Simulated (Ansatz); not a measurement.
in.yaml

```yaml
crystal:
  periodic: [false, false, false]
  atoms:
    - {symbol: C, position_ang: [0.000000, 0.000000, 1.134195]}
    - {symbol: Si, position_ang: [0.000000, 0.000000, -0.550583]}
    - {symbol: Si, position_ang: [0.000000, 0.000000, -2.792583]}
    - {symbol: H, position_ang: [0.000000, 0.000000, 2.208970]}
basis:
  gaussian: {orbitals: cc-pVDZ}
magnetization: {spin_polarized: false, initial_magnetization: 5}
correlation: {method: ccsd, electrons: outside_noble_gas}
accuracy: high
```

```sh
$ ansatz run in.yaml --threads 1 --pin off --events-out ev --progress --plain --max-ram 2393MiB
```

Output:

```
1079 factors; integrals over basis functions are off by at most 3.9e-9 eV
mean field evaluation 1: about -16761.2950 eV, gradient 1.0e1 eV
mean field evaluation 2: about -16761.3086 eV, gradient 1.0e1 eV
mean field evaluation 4: about -16762.2919 eV, gradient 2.4e0 eV
mean field evaluation 8: about -16762.3751 eV, gradient 2.2e-1 eV
mean field evaluation 16: about -16762.3767 eV, gradient 2.1e-3 eV
mean field evaluation 32: about -16762.3767 eV, gradient 8.6e-8 eV
mean field evaluation 64: about -16762.3767 eV, gradient 3.3e-3 eV
mean field evaluation 96: about -16761.4569 eV, gradient 1.5e-7 eV
mean field evaluation 128: about -16761.4569 eV, gradient 2.5e-8 eV
mean field evaluation 160: about -16761.4569 eV, gradient 2.4e-8 eV
...
cycle  16  -7.07940887 eV  change    2.8e-9 eV  update   2.6e-8
cycle  17  -7.07940886 eV  change    2.1e-9 eV  update   2.3e-8
cycle  18  -7.07940886 eV  change    2.3e-9 eV  update   2.2e-8
cycle  19  -7.07940886 eV  change    2.0e-9 eV  update   2.1e-8
cycle  20  -7.07940886 eV  change    4.1e-9 eV  update   2.0e-8
cycle  21  -7.07940885 eV  change    1.0e-8 eV  update   1.7e-8
cycle  22  -7.07940884 eV  change    6.1e-9 eV  update   9.0e-9
cycle  23  -7.07940883 eV  change    4.6e-9 eV  update   5.0e-9
cycle  24  -7.07940883 eV  change    1.7e-9 eV  update   2.4e-9
cycle  25  -7.07940883 eV  change   2.4e-10 eV  update   1.1e-9
Total energy: -16769.84283007 eV, -616.2803569974 hartree
```

Ran on 1 thread of Arm Neoverse V2, shared host: 31 s wall, 0.21 GiB peak host memory.
